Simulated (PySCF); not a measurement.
## Neon: a sound run and one with changed settings

Sound run: Ne [Ne], Ne⁺ [He] 2s2 2p5. Computed with PySCF 2.14 in def2-TZVP, with no relativity, point nucleus. The sound run starts from symmetry-adapted Hartree-Fock orbitals and uses a fine grid where one is needed.

Changed run: 14 angular points. This setting is unsound on purpose.

| species | method | sound run (hartree) | changed run (hartree) | converged |
| --- | --- | --- | --- | --- |
| Ne | UHF | -128.54149 | -128.54149 | yes |
| Ne | TPSS | -128.97249 | -128.97249 | yes |
| Ne | B3LYP | -128.97303 | -128.97303 | yes |
| Ne⁺ | UHF | -127.81851 | -127.81851 | yes |
| Ne⁺ | TPSS | -128.18430 | -128.18581 | yes |
| Ne⁺ | B3LYP | -128.17623 | -128.17565 | yes |

Ionisation energy of Ne:

```json
{"method": "UHF", "sound run (eV)": "19.673", "changed run (eV)": "19.673"}
{"method": "TPSS", "sound run (eV)": "21.448", "changed run (eV)": "21.407"}
{"method": "B3LYP", "sound run (eV)": "21.682", "changed run (eV)": "21.698"}
```

A coarse angular grid integrates products of high-l functions wrongly, so density functionals can shift, and the SCF can exploit the error; Hartree-Fock and MP2 need no grid.

For comparison, NIST gives 21.565 eV between the lowest levels.
